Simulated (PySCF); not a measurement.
# SOF₂: NMR shifts, electronic excitations and core binding energies at several levels of theory, part 2 of 2

PySCF 2.14.0. Atoms count from 0. The steps go on from the part before.

### Step 6. TDDFT and polarisability: wB97X-D/aug-cc-pVTZ

The job: settings as JSON, then the geometry in Å.

```
{"job": {"kind": "uv", "xc": "wB97X-D", "basis": "aug-cc-pVTZ", "ip": true, "dynamic": false}, "charge": 0, "multiplicity": 1}
O      0.585430    -1.194335    -0.416592
S     -0.043111    -0.253676     0.439975
F      0.780562     1.097771     0.306567
F     -1.285036     0.324933    -0.362736
```

With the program's defaults for keys left out, this is: TDDFT wB97X-D/aug-cc-pVTZ, vertical, gas phase, core orbitals frozen in the response.

What it wrote:

```text
coarse grid: 4888 points
cycle   1  E = -672.9249049354  dE =  9.540e-01  |g| = 1.063e+00  |ddm| = 3.207e+00
cycle   2  E = -672.7210896361  dE =  2.038e-01  |g| = 1.566e+00  |ddm| = 2.303e+00
cycle   3  E = -673.1180956962  dE = -3.970e-01  |g| = 1.766e-01  |ddm| = 1.392e+00
cycle   4  E = -673.1225709590  dE = -4.475e-03  |g| = 6.153e-02  |ddm| = 2.080e-01
cycle   5  E = -673.1231097599  dE = -5.388e-04  |g| = 9.296e-03  |ddm| = 6.509e-02
cycle   6  E = -673.1231252951  dE = -1.554e-05  |g| = 1.952e-03  |ddm| = 1.026e-02
cycle   7  E = -673.1231264881  dE = -1.193e-06  |g| = 4.384e-04  |ddm| = 3.691e-03
final grid: 46168 points
cycle   8  E = -673.1281564195  dE = -2.996e-05  |g| = 1.131e-02  |ddm| = 4.271e-02
cycle   9  E = -673.1281462790  dE =  1.014e-05  |g| = 1.413e-02  |ddm| = 2.241e-02
cycle  10  E = -673.1281722120  dE = -2.593e-05  |g| = 1.063e-03  |ddm| = 1.266e-02
cycle  11  E = -673.1281723545  dE = -1.425e-07  |g| = 5.113e-04  |ddm| = 1.441e-03
cycle  12  E = -673.1281723968  dE = -4.237e-08  |g| = 6.582e-05  |ddm| = 5.389e-04
cycle  13  E = -673.1281723982  dE = -1.320e-09  |g| = 1.549e-05  |ddm| = 1.417e-04
cycle  14  E = -673.1281723983  dE = -1.079e-10  |g| = 4.030e-06  |ddm| = 3.606e-05
converged SCF energy = -673.1281723983

Static polarisability (au): isotropic 26.343, principal 22.682 26.464 29.883

Singlet excitations
state   eV       nm        f      main configurations
  1   6.7408    183.9   0.03166   H->L 0.93
  2   7.9590    155.8   0.00973   H->L+1 0.48, H-1->L 0.40, H->L+5 0.10
  3   8.7096    142.4   0.01342   H-2->L 0.90
  4   9.0521    137.0   0.12339   H-1->L 0.42, H->L+1 0.37
  5   9.1179    136.0   0.00447   H-1->L+1 0.77, H-1->L+5 0.18
  6   9.4180    131.6   0.11178   H->L+2 0.63, H->L+3 0.17, H->L+6 0.11
  7   9.5504    129.8   0.06415   H->L+3 0.55, H->L+2 0.26
  8  10.0036    123.9   0.00012   H-3->L 0.70, H-2->L+1 0.20
  9  10.1934    121.6   0.04873   H-2->L+1 0.52, H-3->L 0.25, H-2->L+5 0.12
 10  10.2282    121.2   0.01951   H->L+4 0.91

Triplet excitations (Tamm-Dancoff, eV): 5.6225 6.8463 7.0421 8.0160
Vertical ionisation energy (delta-SCF) = 12.4759 eV
```

Run time: 21 s. Hardware: 1 thread of Arm Neoverse V1, shared host; peak memory 0.69 GiB.

This run: HOMO -11.65 eV, LUMO 0.53 eV; lowest singlet 6.74 eV.

### Step 7. Core-electron binding energies: SCAN, X2C

The job: settings as JSON, then the geometry in Å.

```
{"job": {"kind": "xps", "basis": "pcX-3", "basis_other": "pcseg-2"}, "charge": 0, "multiplicity": 1}
O      0.585430    -1.194335    -0.416592
S     -0.043111    -0.253676     0.439975
F      0.780562     1.097771     0.306567
F     -1.285036     0.324933    -0.362736
```

Level: delta-SCF UKS SCAN, pcX-3 on the ionised atom, pcseg-2 elsewhere, spin-free X2C.

What it wrote:

```text
ground state, core basis on atom 0 (O), 178 functions
  cycle   1  E = -674.19149518  |g| = 1.12e+00
  cycle   2  E = -672.63741406  |g| = 2.97e+00
  cycle   3  E = -674.32393004  |g| = 6.56e-01
  cycle   4  E = -674.39164255  |g| = 2.10e-01
  cycle   5  E = -674.39802208  |g| = 2.77e-02
  cycle   6  E = -674.39814287  |g| = 9.70e-03
  cycle   7  E = -674.39815730  |g| = 4.09e-03
  cycle   8  E = -674.39815809  |g| = 2.31e-03
  cycle   9  E = -674.39815955  |g| = 2.71e-04
  E(ground) = -674.40642043 Eh
hole in O 1s of atom 0
  cycle   1  E = -653.74370999  |g| = 2.23e+00
  cycle   2  E = -653.03029096  |g| = 2.38e+00
  cycle   3  E = -654.36551499  |g| = 7.87e-01
  cycle   4  E = -654.45272116  |g| = 5.89e-01
  cycle   5  E = -654.55507883  |g| = 1.25e-01
  cycle   6  E = -654.56009132  |g| = 2.92e-02
  cycle   7  E = -654.56037285  |g| = 5.95e-03
  cycle   8  E = -654.56036836  |g| = 7.94e-03
  cycle   9  E = -654.56038911  |g| = 1.56e-03
  cycle  10  E = -654.56038884  |g| = 4.07e-04
  E(ion) = -654.57313380 Eh   <S^2> = 0.7655   hole on atom = 1.000   binding energy = 539.691 eV
ground state, core basis on atom 1 (S), 189 functions
  cycle   1  E = -674.53188217  |g| = 9.44e-01
  cycle   2  E = -674.53188893  |g| = 3.36e-02
  cycle   3  E = -674.53123597  |g| = 6.61e-02
  cycle   4  E = -674.53197490  |g| = 1.24e-02
  cycle   5  E = -674.53199596  |g| = 5.97e-03
  cycle   6  E = -674.53200234  |g| = 7.53e-04
  cycle   7  E = -674.53200105  |g| = 3.22e-04
  E(ground) = -674.52782415 Eh
hole in S 1s of atom 1
  cycle   1  E = -582.07271773  |g| = 5.08e+00
  cycle   2  E = -581.07418785  |g| = 3.03e+00
  cycle   3  E = -581.12998593  |g| = 2.31e+00
  cycle   4  E = -583.16926541  |g| = 4.04e-01
  cycle   5  E = -583.13843829  |g| = 4.68e-01
  cycle   6  E = -583.20452441  |g| = 2.21e-01
  cycle   7  E = -583.22174870  |g| = 2.15e-02
  cycle   8  E = -583.22189497  |g| = 4.90e-03
  cycle   9  E = -583.22189931  |g| = 2.80e-03
  cycle  10  E = -583.22189878  |g| = 2.88e-03
  cycle  11  E = -583.22190275  |g| = 3.48e-04
  E(ion) = -583.21470225 Eh   <S^2> = 0.7522   hole on atom = 1.000   binding energy = 2484.757 eV
hole in S 2p of atom 1
  cycle   1  E = -667.65497307  |g| = 1.55e+00
  cycle   2  E = -666.72193815  |g| = 2.11e+00
  cycle   3  E = -667.67845624  |g| = 1.01e+00
  cycle   4  E = -668.00730543  |g| = 3.30e-01
  cycle   5  E = -668.00043070  |g| = 3.62e-01
  cycle   6  E = -668.04711005  |g| = 2.95e-02
  cycle   7  E = -668.04739016  |g| = 9.17e-03
  cycle   8  E = -668.04742219  |g| = 2.61e-03
  cycle   9  E = -668.04742060  |g| = 3.36e-03
  cycle  10  E = -668.04742361  |g| = 1.12e-03
  cycle  11  E = -668.04742648  |g| = 2.91e-04
  E(ion) = -668.05434910 Eh   <S^2> = 0.7540   hole on atom = 1.002   binding energy = 176.152 eV
  2p3/2 = 176.000 eV   2p1/2 = 177.276 eV
ground state, core basis on atom 2 (F), 178 functions
  cycle   1  E = -674.39124900  |g| = 2.59e-01
  cycle   2  E = -674.39089064  |g| = 5.10e-02
  cycle   3  E = -674.38801820  |g| = 1.34e-01
  cycle   4  E = -674.39135827  |g| = 8.28e-03
  cycle   5  E = -674.39137059  |g| = 2.13e-03
  cycle   6  E = -674.39136821  |g| = 5.08e-04
  cycle   7  E = -674.39136819  |g| = 1.78e-04
  E(ground) = -674.40577023 Eh
hole in F 1s of atom 2
  cycle   1  E = -647.97563689  |g| = 2.59e+00
  cycle   2  E = -647.60148775  |g| = 2.35e+00
  cycle   3  E = -648.54772827  |g| = 9.39e-01
  cycle   4  E = -648.56813303  |g| = 9.02e-01
  cycle   5  E = -648.85851193  |g| = 2.48e-01
  cycle   6  E = -648.87405542  |g| = 1.46e-01
  cycle   7  E = -648.88063285  |g| = 2.34e-02
  cycle   8  E = -648.88086091  |g| = 6.02e-03
  cycle   9  E = -648.88087657  |g| = 1.41e-03
  cycle  10  E = -648.88088026  |g| = 7.60e-04
  cycle  11  E = -648.88087829  |g| = 4.01e-04
  E(ion) = -648.90152694 Eh   <S^2> = 0.7596   hole on atom = 1.000   binding energy = 694.006 eV
```

It took 16 s on 1 thread of Arm Neoverse V1, shared host; peak memory 0.61 GiB.

The holes in one table. −ε is the ground-state orbital energy:

| hole | stands for | environment | ΔSCF (eV; 2p as the shell's mean) | −ε (eV) | ⟨S²⟩ |
| --- | --- | --- | --- | --- | --- |
| O1s on O0 | O0 | S=O oxygen | 539.69 | 518.0 | 0.765 |
| S1s on S1 | S1 | sulfur bonded to 2 F, O | 2484.76 | 2420.9 | 0.752 |
| S2p on S1 | S1 | sulfur bonded to 2 F, O | 176.42 | 163.5 | 0.754 |
| F1s on F2 | F2, F3 | fluorine bonded to S | 694.01 | 668.4 | 0.760 |

Each hole run stands for the others of its class of like atoms.

With the spin-orbit splitting: S1 2p3/2 176.00, 2p1/2 177.28 eV. The table gives each 2p level as the mean over the whole 2p shell (two parts 2p3/2, one part 2p1/2), which differs a little from the single hole in the log.

### Step 8. Comparing the runs: electronic excitations

Excitations and ground-state properties, with basis size and wall time:

| run | lowest singlet (eV) | brightest (eV) | f | gap (eV) | α (Å³) | μ (D) | functions | time |
| --- | --- | --- | --- | --- | --- | --- | --- | --- |
| PBE0/aug-cc-pVTZ | 6.71 | 8.95 | 0.108 | 8.43 | 3.89 | 1.66 | 188 | 13 s |
| CAM-B3LYP/aug-cc-pVTZ | 6.73 | 9.35 | 0.112 | 11.00 | 3.90 | 1.77 | 188 | 12 s |
| wB97X-D/aug-cc-pVTZ | 6.74 | 9.05 | 0.123 | 12.18 | 3.90 | 1.70 | 188 | 21 s |

Measured polarisability: 3.93 Å³ (gas; NIST CCCBDB Release 22 (SRD 101), experimental polarizabilities).

### Step 9. What came out

What follows sums up all 2 parts.

```
                                                                 quantity                        value
                                                              point group                           Cs
                                     rotational constants (main isotopes)         8.54, 8.35, 4.94 GHz
                                   17O shifts against H2O (PBE0/pcSseg-2)                    313.5 ppm
                                   33S shifts against CS2 (PBE0/pcSseg-2)                      561 ppm
19F shifts against CFCl3 (PBE0/pcSseg-2, means over atoms taken as alike)                     72.0 ppm
                                    surface potential, 1st and 99th percentile           -0.96 V and 1.82 V
                                        lowest singlet (PBE0/aug-cc-pVTZ)  6.71 eV (185 nm), f = 0.032
                                 brightest single state of those computed  state 4, 8.95 eV, f = 0.108
                                                           lowest triplet                      5.47 eV
                                         O1s binding energies, SCAN/pcX-3                 O0 539.69 eV
                                         S1s binding energies, SCAN/pcX-3                S1 2484.76 eV
                                         S2p binding energies, SCAN/pcX-3                 S1 176.42 eV
                                         F1s binding energies, SCAN/pcX-3                 F2 694.01 eV
                                              range of the lowest singlet              6.71 to 6.74 eV
```

What this shows: Single values in the summary come from the first run of each kind that ended normally (PBE0/pcSseg-2; PBE0/aug-cc-pVTZ; SCAN/pcX-3), which need not be the best level. The optimisation took 6 steps and gained 0.155 eV; among the close pairs (by a distance rule), S1–F2 changed most, from 1.681 to 1.588 Å. No frequency check was run at this level, so the end point may be a saddle. At PBE0/pcSseg-2: The widest tensor belongs to S1: span 638 ppm, with a paramagnetic part of -1094 ppm. By nearest atom (PBE0/pcSseg-2), the HOMO sits on O0 46 %; S1 33 % and the LUMO on S1 57 %; O0 17 %. The lowest singlet, at 6.71 eV, is HOMO→LUMO 0.95 and is weak; of the 10 states computed, the strongest absorption comes from state 4 at 8.95 eV. The lowest triplet lies 1.24 eV below the lowest singlet (triplets in Tamm-Dancoff, singlets in full TDDFT). The polarisability is 1 % below the measured 3.93 Å³. The lowest singlet runs from 6.71 eV (PBE0/aug-cc-pVTZ) to 6.74 eV (wB97X-D/aug-cc-pVTZ), while the orbital gap spans 8.43 to 12.18 eV: the excitation energy moves far less from run to run than the orbital gap does. The lowest state need not be the same one in every run. One molecule ranks no method: errors cancel, and vibration and temperature are missing from all runs.
